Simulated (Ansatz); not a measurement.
```yaml
crystal:
  periodic: [false, false, false]
  atoms:
    - {symbol: S, position_ang: [0.764354, -0.145798, 1.551226]}
    - {symbol: S, position_ang: [-0.435530, 0.667664, 0.085182]}
    - {symbol: S, position_ang: [-0.295533, -0.696009, -1.572163]}
basis:
  gaussian: {orbitals: def2-TZVPD}
total_charge: -2
hamiltonian: {xc: {name: PBE0}, pseudopotentials: {relativity: none}}
scf: {omitted_lower_state_checks: [starts]}
output: {forces: true}
```

```sh
$ ansatz run in.yaml --threads 4 --pin off --events-out ev --progress --plain --max-ram 3916MiB
```

Shortened log:

```
Functional definition: PBE0
945 factors; their error is unknown
mean field evaluation 1: about -32464.1212 eV, gradient 8.1e1 eV
mean field evaluation 2: about -32425.8760 eV, gradient 1.6e2 eV
mean field evaluation 4: about -32493.0451 eV, gradient 2.3e1 eV
mean field evaluation 8: about -32494.6865 eV, gradient 2.4e-1 eV
mean field evaluation 16: about -32494.7714 eV, gradient 1.2e-4 eV
mean field -32494.77136611 eV, -1194.1608219574 hartree, gradient 5.0e-6 eV, S^2 0.000000; 0 other end points of the search recorded, 0 dependent functions left out
reference -32494.77138917 eV, -1194.1608228050 hartree; 25, 25 occupied and 113, 113 virtual orbitals, 945 factors
Total energy: -32494.77138917 eV, -1194.1608228050 hartree
Atom 0 at     0.764354    -0.145798     1.551226 Å, force     0.068831     0.205326     0.447238 eV/Å
Atom 1 at    -0.435530     0.667664     0.085182 Å, force     0.216132    -0.821325    -0.708367 eV/Å
Atom 2 at    -0.295533    -0.696009    -1.572163 Å, force    -0.284963     0.615999     0.261129 eV/Å
Dipole moment:    -0.186580     0.348083     0.091364 e Å
Checks for a lower state left out: starts
```

It took 1.4 s on 4 threads of Arm Neoverse V2 on a shared host.

A multiply charged anion in the gas phase is held together partly by the finite basis. Removing one electron lowers the energy by 2.97 eV at PBE0-D4/def2-TZVPD, so it isn't bound.

The dipole of an ion depends on the origin.
